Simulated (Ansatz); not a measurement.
## CH4Si (SMILES C=[SiH2]): the vertical ionisation energy, rung by rung

CH4Si has 6 atoms, charge 0, and is taken as a singlet. As SMILES, `C=[SiH2]`. The coordinates come from a GFN2-xTB relaxation.

Each level gives the vertical ionisation energy (to the doublet cation) (eV). The values are calculated.

```csv
level,kind,program,value (eV),less CCSD(T)/STO-3G,CPU time (all runs)
HF/STO-3G,Hartree–Fock,Ansatz,4.20,-1.56,0.21 s
BLYP/STO-3G,GGA,Ansatz,6.47,+0.71,2.7 s
B3LYP/STO-3G,global hybrid,Ansatz,6.43,+0.67,2.9 s
BHLYP/STO-3G,global hybrid,Ansatz,5.90,+0.14,2.7 s
wB97M-V/STO-3G,range-separated hybrid,Ansatz,6.23,+0.47,39 s
B2PLYP/STO-3G,double hybrid,Ansatz,6.05,+0.29,3.4 s
RPA@PBE/STO-3G,RPA,Ansatz,5.62,-0.14,3.6 s
MP2/STO-3G,perturbation theory,Ansatz,5.52,-0.24,0.23 s
CCSD(T)/STO-3G,coupled cluster or CI,Ansatz,5.76,0.00,0.36 s
CCSDTQ/STO-3G,coupled cluster or CI,Ansatz,5.76,0.00,23 s
```

CCSD(T)/STO-3G is the highest level here, not the true value. The values span 4.20 to 6.47 eV. All rows use very small basis sets, so even the best lies far from the true value. Times are those of the runs behind each value, whatever else they computed, on shared processors of several kinds: orders of magnitude only.
